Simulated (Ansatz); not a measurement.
Born–Oppenheimer molecular dynamics of FH3Si (5 atoms, charge 0, multiplicity 1). It goes on from the last frame of an earlier run, with new velocities.

All numbers below come from Ansatz 0.2.0, UKS PBE0-D4/STO-3G.

```json
{
  "ensemble": "NVT, Langevin thermostat",
  "time step": "0.5 fs",
  "steps asked": "250",
  "set temperature": "300 K",
  "friction": "0.02 /fs",
  "seed": "571510"
}
```

First frame:

```xyz
5
Properties=species:S:1:pos:R:3
F -1.294 0.174 0.901
Si 0.004 -0.015 -0.005
H -0.327 -0.156 -1.460
H 0.887 -1.206 0.178
H 1.029 1.038 -0.054
```

(1) How far do the bonds stretch over the last three quarters of this one trajectory? (Pairs bonded in most of those frames.)

Answers

(1) 
| bond | mean (Å) | spread (Å) | shortest | longest |
| --- | --- | --- | --- | --- |
| F1–Si2 | 1.646 | 0.016 | 1.62 | 1.67 |
| Si2–H3 | 1.452 | 0.034 | 1.37 | 1.52 |
| Si2–H4 | 1.453 | 0.039 | 1.37 | 1.55 |
| Si2–H5 | 1.451 | 0.019 | 1.42 | 1.50 |

Mean temperature of the second half: 336 K. The mean temperature of the second half is 12 % above the set value. A run of 0.12 ps of so small a system gives no equilibrium averages. Limits of this set-up: minimal basis.

The run took 2.2 min on 1 thread of Arm Neoverse V2, on a shared host, peak memory 0.08 GiB.
